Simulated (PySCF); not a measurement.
An unknown is described by computed data only.

Formula: C2H2N2S.

* Valence photoelectron: vertical ionisation energy: 10.59 eV [ΔSCF CAM-B3LYP/def2-SVPD]
* Rotational structure: rotational constants A, B, C: 8.851, 5.923, 3.548 GHz [PBE0-D3(BJ)/def2-SVP]
* 13C NMR: chemical shifts (computed TMS as zero) by class: 166.8 (1 C), 159.6 (1 C) ppm [GIAO KT3/pcSseg-2]
* NMR, other nuclei: isotropic shieldings of nuclei other than C and H, by class: -68 (1 N), -41 (1 N), 92 (1 S) ppm [GIAO KT3/pcSseg-2]
* UV, first state: lowest singlet excitation: 5.30 eV (234 nm, f = 0.001) [TDDFT CAM-B3LYP/def2-SVPD]
* Triplet: lowest triplet excitation (Tamm–Dancoff): 4.15 eV [TDA CAM-B3LYP/def2-SVPD]
* 1H NMR: chemical shifts (computed TMS as zero) by class: 9.45 (1 H), 8.86 (1 H) ppm [GIAO KT3/pcSseg-2]
* Polarisability: 51.0 au [CAM-B3LYP/def2-SVPD]

Electronic properties: PySCF, gas phase, density fitting. Levels stand in brackets. Geometry: PBE0-D3(BJ)/def2-SVP; no solvent, vibrations or thermal averaging. Each NMR value is the plain mean over a class of atoms that symmetry, rotation or inversion makes alike.

Task: Propose a structure and show how it fits.

Result: Numbering: `[cH:1]1[n:2][cH:3][s:4][n:5]1`. Its formula, C2H2N2S, gives 3 degrees of unsaturation: 1 ring and 2 π bonds in the structure found (Kekulé form). 2 carbons fall into 2 classes; from least to most shielded: aromatic CH next to a ring nitrogen [C3] (166.8 ppm), aromatic CH next to a ring nitrogen [C1] (159.6 ppm). Hydrogen classes from least to most shielded: 1 H on an aromatic CH next to a ring nitrogen, C3 (9.45 ppm), 1 H on an aromatic CH next to a ring nitrogen, C1 (8.86 ppm). The other shieldings belong to: -68 ppm, pyridine-type nitrogen [N2]; -41 ppm, pyridine-type nitrogen [N5]; 92 ppm, ring sulfur [S4]. S1 is mainly HOMO−1→LUMO (weight 0.98); the largest Löwdin shares of the orbital it empties are 0.56 on a pyridine-type nitrogen, 0.18 on a pyridine-type nitrogen, 0.12 on the ring sulfur and 0.07 on an aromatic CH next to a ring nitrogen, of the orbital it fills 0.27 on an aromatic CH next to a ring nitrogen, 0.24 on the ring sulfur, 0.18 on a pyridine-type nitrogen and 0.14 on a pyridine-type nitrogen. The first electron is taken from the HOMO, whose largest Löwdin shares are 0.41 on the ring sulfur, 0.20 on an aromatic CH next to a ring nitrogen, 0.15 on an aromatic CH next to a ring nitrogen and 0.15 on a pyridine-type nitrogen. The optimised geometry has point group Cs and is an asymmetric top. Structure: 1,2,4-thiadiazole, `C1=NC=NS1`. The assignments are read from this structure; whether some other isomer fits the data as well wasn't checked.
